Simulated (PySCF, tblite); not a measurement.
# C4H4N2: infrared bands, NMR shifts and spin-spin couplings

What infrared bands, NMR shifts and spin-spin couplings should C4H4N2 (`CC(C#N)C#N`) show?

Programs: tblite 0.8.0 and PySCF 2.14.0, with density-fitted response routines of our own. Each step states its level of theory. These are calculated values for one molecule in the gas phase, unless marked as measured. Atoms count from 0, in the outputs and in this text.

## Step 1: The molecule as given

10 atoms, charge 0, multiplicity 1; geometry from: GFN2-xTB.

Bonds of the start (Å): C0–C1 1.54, C1–C2 1.45, C2–N3 1.14, C1–C4 1.45, C4–N5 1.14, C0–H6 1.09, C0–H7 1.09, C0–H8 1.09, C1–H9 1.10.

## Step 2: Vibrational analysis with GFN2-xTB

The job: settings as JSON, then the geometry in Å.

```
{"job": {"kind": "ir", "xc": "GFN2-xTB", "basis": "xTB"}, "charge": 0, "multiplicity": 1}
C     -1.029545    -0.529644    -0.090921
C      0.278872     0.121537     0.384609
C      1.425010    -0.577079    -0.166165
N      2.312728    -1.141808    -0.608065
C      0.341286     1.509250    -0.033878
N      0.373654     2.598619    -0.372411
H     -1.880956     0.000252     0.330762
H     -1.061896    -1.568913     0.229167
H     -1.097963    -0.495120    -1.176421
H      0.347692     0.087561     1.480796
```

**Question.** This job is followed by: GIAO PBE0/pcSseg-1 NMR shielding, non-relativistic, gas phase; B3LYP/pcJ-1 indirect spin-spin coupling, non-relativistic, gas phase. What will the session give for the following? strongest single infrared mode (GFN2-xTB); zero-point energy (GFN2-xTB); ¹³C shifts against TMS (PBE0/pcSseg-1, means over atoms taken as alike); ¹H shifts against TMS (PBE0/pcSseg-1, means over atoms taken as alike); ¹⁵N shifts against NH3 (PBE0/pcSseg-1, means over atoms taken as alike); largest coupling of the table (B3LYP/pcJ-1).

The runs gave:

| quantity | value |
| --- | --- |
| strongest single infrared mode (GFN2-xTB) | 2405 cm⁻¹, 262 km/mol |
| zero-point energy (GFN2-xTB) | 44.9 kcal/mol |
| ¹³C shifts against TMS (PBE0/pcSseg-1, means over atoms taken as alike) | 119.1, 20.5, 15.3 ppm |
| ¹H shifts against TMS (PBE0/pcSseg-1, means over atoms taken as alike) | 3.31, 1.72 ppm |
| ¹⁵N shifts against NH3 (PBE0/pcSseg-1, means over atoms taken as alike) | 306.9 ppm |
| largest coupling of the table (B3LYP/pcJ-1) | ¹J(C,H) C1–H9, 147.2 Hz |

What this shows: No mode is imaginary among the 24: a minimum at this level. The strongest single mode, at 2405 cm⁻¹, is carried by C4, C2, N5, N3. Unscaled tight-binding wavenumbers are off by several per cent, some by more. Its intensities can rank the bands wrongly. The most deshielded carbon is C2, C4 (mean) (nitrile carbon), at 119.1 ppm: C≡N carbons fall here, among the sp2 signals but without a proton. At PBE0/pcSseg-1: Shielding is most anisotropic at N3, N5 (span 502 ppm, paramagnetic term -378 ppm). In the run at B3LYP/pcJ-1, the largest coupling of the table is C1–H9, 147.2 Hz, of which the Fermi-contact term gives 145.8 Hz.
